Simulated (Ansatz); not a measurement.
**How methods differ on CH5Al (AlH2Me)**

The species is CH5Al (7 atoms), meant as a singlet with charge 0. SMILES: `[H][Al]([H])[CH3]`. Geometry: a GFN2-xTB relaxation, a rough one for these elements and not checked as a minimum.

Quantity: the vertical ionisation energy (to the doublet cation), in eV. The values are calculated.

```csv
level,kind,program,value (eV),less FCI/STO-3G,CPU time (all runs)
SVWN5/STO-3G,LDA,Ansatz,8.32,+0.32,2.8 s
revPBE/STO-3G,GGA,Ansatz,8.46,+0.46,6.1 s
r2SCAN/STO-3G,meta-GGA,Ansatz,8.58,+0.58,15 s
r2SCAN0/STO-3G,hybrid meta-GGA,Ansatz,8.74,+0.74,17 s
CAM-B3LYP/STO-3G,range-separated hybrid,Ansatz,8.83,+0.83,6.2 s
HSE06/STO-3G,range-separated hybrid,Ansatz,8.69,+0.69,8.4 s
B2PLYP/STO-3G,double hybrid,Ansatz,8.55,+0.55,6.9 s
BCCD(T)/STO-3G,coupled cluster or CI,Ansatz,8.00,0.00,0.43 s
FCI/STO-3G,exact in the basis,Ansatz,8.00,0.00,33 s
```

FCI/STO-3G is exact within its basis and frozen core, so for wave-function methods in that basis the difference is their error; functionals converge differently with the basis, so for them it is only a difference. The values span 8.00 to 8.83 eV. All rows use very small basis sets, so even the best lies far from the true value. Times are those of the runs behind each value, whatever else they computed, on shared processors of several kinds: orders of magnitude only.
